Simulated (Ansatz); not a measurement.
Cost and result for the atomization energy of H$_{3}$SSi, SMILES `[SiH3][S]` radical (5 atoms, 4 bonds).

```xyz
5

Si    0.101    0.029    0.082
S    -1.714   -0.069   -1.010
H    -0.105   -0.210    1.533
H     0.801    1.324   -0.109
H     0.917   -1.074   -0.497
```

Total charge 0; spin multiplicity 2. Geometry: relaxed with PBE0-D4/def2-TZVP. Program: Ansatz. Hardware: A = 2 threads of an AMD EPYC 7R13 on a shared host; B = 2 threads of an AMD EPYC 7R13 on a shared host and a share of an NVIDIA H100 80 GB. Times are those of one run each, without the atoms' runs, and a repeat can differ threefold. Electronic energies, without spin–orbit coupling; frozen cores. CCSD(T)/CBS extrapolates def2-TZVPP and def2-QZVPP, and its time is that of the two runs behind it. T1 = 0.014; ⟨S²⟩ of the reference is 0.76. HSE06 is the plane-wave form, built on full-range PBE exchange.

CCSD(T)/CBS is a level of theory with its own doubt, some kJ/mol a heavy atom from the limit and from the frozen cores, so smaller differences don't rank the functionals.

| level | functions | wall time |
| --- | --- | --- |
| CCSD(T)/def2-SVP [A] | 51 | 4.5 s |
| LDA (SPW92)/def2-TZVPP [A] | 126 | 4.7 s |
| revPBE-D4/def2-TZVPP [A] | 126 | 7.5 s |
| PBE0-D4/def2-TZVPP [A] | 126 | 9 s |
| HSE06-D4/def2-TZVPP [A] | 126 | 10 s |
| BHLYP-D4/def2-TZVPP [A] | 126 | 11 s |
| PBE-QIDH/def2-TZVPP [A] | 126 | 17 s |
| B2PLYP/def2-TZVPP [A] | 126 | 19 s |
| CCSD(T)/def2-QZVPP [B] | 230 | 28 s |
| ωB97X-V/def2-TZVPP [A] | 126 | 35 s |
| ωB97M-V/def2-TZVPP (with forces) [A] | 126 | 38 s |
| CCSD(T)/def2-TZVPP [A] | 126 | 38 s |
| CCSD(T)/CBS(def2) | – | 65 s |

Question: What atomization energy does each give, and how far from CCSD(T)/CBS? (Best estimate.)

Answer: Computed: 
```json
{"level": "CCSD(T)/def2-SVP [A]", "atomization (kcal/mol)": "287.0", "difference from CCSD(T)/CBS": "-26.3", "per bond": "-6.6"}
{"level": "LDA (SPW92)/def2-TZVPP [A]", "atomization (kcal/mol)": "346.1", "difference from CCSD(T)/CBS": "32.8", "per bond": "8.2"}
{"level": "revPBE-D4/def2-TZVPP [A]", "atomization (kcal/mol)": "306.1", "difference from CCSD(T)/CBS": "-7.2", "per bond": "-1.8"}
{"level": "PBE0-D4/def2-TZVPP [A]", "atomization (kcal/mol)": "309.2", "difference from CCSD(T)/CBS": "-4.1", "per bond": "-1.0"}
{"level": "HSE06-D4/def2-TZVPP [A]", "atomization (kcal/mol)": "309.3", "difference from CCSD(T)/CBS": "-4.0", "per bond": "-1.0"}
{"level": "BHLYP-D4/def2-TZVPP [A]", "atomization (kcal/mol)": "310.2", "difference from CCSD(T)/CBS": "-3.1", "per bond": "-0.8"}
{"level": "PBE-QIDH/def2-TZVPP [A]", "atomization (kcal/mol)": "307.9", "difference from CCSD(T)/CBS": "-5.4", "per bond": "-1.3"}
{"level": "B2PLYP/def2-TZVPP [A]", "atomization (kcal/mol)": "307.9", "difference from CCSD(T)/CBS": "-5.4", "per bond": "-1.3"}
{"level": "CCSD(T)/def2-QZVPP [B]", "atomization (kcal/mol)": "309.4", "difference from CCSD(T)/CBS": "-3.9", "per bond": "-1.0"}
{"level": "ωB97X-V/def2-TZVPP [A]", "atomization (kcal/mol)": "317.2", "difference from CCSD(T)/CBS": "3.9", "per bond": "1.0"}
{"level": "ωB97M-V/def2-TZVPP (with forces) [A]", "atomization (kcal/mol)": "314.5", "difference from CCSD(T)/CBS": "1.2", "per bond": "0.3"}
{"level": "CCSD(T)/def2-TZVPP [A]", "atomization (kcal/mol)": "303.6", "difference from CCSD(T)/CBS": "-9.7", "per bond": "-2.4"}
{"level": "CCSD(T)/CBS(def2)", "atomization (kcal/mol)": "313.3", "difference from CCSD(T)/CBS": "0.0", "per bond": "0.0"}
```

From r2SCAN to r2SCAN0 (25 % exact exchange), in def2-TZVPP and without D4, the atomization energy moves by −2.7 kcal/mol: exact exchange takes away binding that semilocal exchange gives to molecules. In def2-TZVPP, CCSD(T) changes the Hartree–Fock value by +66.0 kcal/mol (the triples alone add +2.8 kcal/mol) and MP2 by +62.3 kcal/mol; breaking electron pairs costs correlation energy, which Hartree–Fock lacks. At CCSD(T), def2-SVP lies −26.3 kcal/mol from the extrapolated value and def2-TZVPP −9.6 kcal/mol: correlation converges slowly with the basis, and small sets miss more of it in the bonded molecule than in its fragments.
